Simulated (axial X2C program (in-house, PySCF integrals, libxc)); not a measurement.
Density and ELF of MgP

Computed with an axial X2C code built on PySCF integrals. Spin-free means the one-electron spin-free X2C Hamiltonian. Basis: P dyall-v3z [8s7p2d1f], Mg dyall-cv3z [9s8p6d3f] (cores contracted in-house); Gaussian nuclei, density fitting, unrestricted open shells. Masses: P 30.974 u, Mg 23.985 u.

PBE0, spin-free, state M_S = 3/2, Λ = 0 (beyond evenly filled blocks: σα, π+α, π-α); P at z = 0, Mg at z = 2.549 Å.

The maps cover the half plane through the axis: z from -2.4 to 4.8 Å along the bond, ρ from 0.15 to 2.25 Å away from it.

log10 of the density in e/bohr³:

```
 ρ\z  -2.4  -1.8  -1.2  -0.6   0.0   0.6   1.2   1.8   2.4   3.0   3.6   4.2   4.8
0.15  -3.1  -2.3  -1.4  -0.8   1.2  -0.8  -1.2  -1.2   0.7  -0.2  -1.8  -2.2  -2.7
0.45  -3.2  -2.3  -1.6  -1.0  -0.4  -1.0  -1.3  -1.5  -0.2  -0.9  -1.9  -2.2  -2.7
0.75  -3.3  -2.5  -1.7  -1.2  -1.0  -1.2  -1.5  -1.8  -1.3  -1.6  -2.0  -2.3  -2.8
1.05  -3.4  -2.7  -2.0  -1.5  -1.3  -1.5  -1.8  -2.0  -2.0  -2.0  -2.1  -2.5  -2.9
1.35  -3.6  -2.9  -2.3  -1.9  -1.7  -1.8  -2.1  -2.2  -2.2  -2.2  -2.3  -2.7  -3.1
1.65  -3.8  -3.2  -2.7  -2.3  -2.1  -2.2  -2.4  -2.5  -2.5  -2.4  -2.6  -2.9  -3.3
1.95  -4.1  -3.5  -3.0  -2.7  -2.6  -2.6  -2.8  -2.8  -2.7  -2.7  -2.8  -3.1  -3.5
2.25  -4.4  -3.8  -3.4  -3.1  -3.0  -3.1  -3.1  -3.1  -3.1  -3.0  -3.1  -3.4  -3.7
```

Electron localisation function (collinear form, no current term, damped to 0 at low density):

```
 ρ\z  -2.4  -1.8  -1.2  -0.6   0.0   0.6   1.2   1.8   2.4   3.0   3.6   4.2   4.8
0.15  0.25  0.78  0.94  0.17  0.63  0.15  0.91  0.07  0.69  0.79  0.33  1.00  0.99
0.45  0.21  0.74  0.92  0.65  0.22  0.57  0.89  0.05  0.80  0.41  0.56  1.00  0.99
0.75  0.14  0.66  0.89  0.90  0.54  0.83  0.84  0.13  0.12  0.07  0.87  1.00  0.98
1.05  0.08  0.54  0.82  0.89  0.84  0.81  0.73  0.35  0.07  0.28  0.98  1.00  0.96
1.35  0.03  0.36  0.69  0.81  0.79  0.70  0.56  0.38  0.41  0.86  0.99  0.99  0.88
1.65  0.01  0.17  0.51  0.66  0.64  0.52  0.36  0.27  0.63  0.95  0.99  0.97  0.63
1.95  0.00  0.05  0.27  0.44  0.43  0.31  0.18  0.16  0.53  0.91  0.95  0.84  0.26
2.25  0.00  0.01  0.09  0.20  0.20  0.14  0.07  0.07  0.31  0.72  0.77  0.44  0.06
```

Axial spin density in 10⁻³ e/bohr³:

```
 ρ\z  -2.4  -1.8  -1.2  -0.6    0.0   0.6  1.2   1.8   2.4  3.0   3.6  4.2  4.8
0.15   0.1   0.8   3.7   8.1  244.5  17.2  3.1  -1.8  -9.4  0.2  10.5  5.9  1.9
0.45   0.1   0.8   4.2  18.7   16.3  29.2  4.6  -1.5  -0.1  2.8   9.8  5.3  1.7
0.75   0.1   0.7   4.1  20.7   44.6  28.6  5.2  -0.6   1.6  6.3   8.2  4.2  1.4
1.05   0.1   0.6   3.1  13.7   28.0  17.9  4.2   0.2   2.2  5.9   5.9  3.0  1.0
1.35   0.1   0.4   1.9   7.0   12.8   9.0  2.7   0.5   1.9  4.0   3.8  1.9  0.7
1.65   0.1   0.2   1.1   3.2    5.4   4.0  1.5   0.5   1.3  2.3   2.1  1.2  0.5
1.95   0.0   0.1   0.5   1.4    2.1   1.7  0.7   0.4   0.7  1.2   1.1  0.7  0.3
2.25   0.0   0.1   0.2   0.6    0.8   0.7  0.3   0.2   0.4  0.6   0.6  0.4  0.2
```

The state is a single determinant with fixed occupations, the lowest that a limited PBE0 search found. PBE0 can misorder states that lie within some tenths of an eV, so this need not be the ground state of the molecule. The nearest other spin-free determinant of the search, M_S = 1/2, Λ = 0, lies 0.15 eV up at the distance of the search.
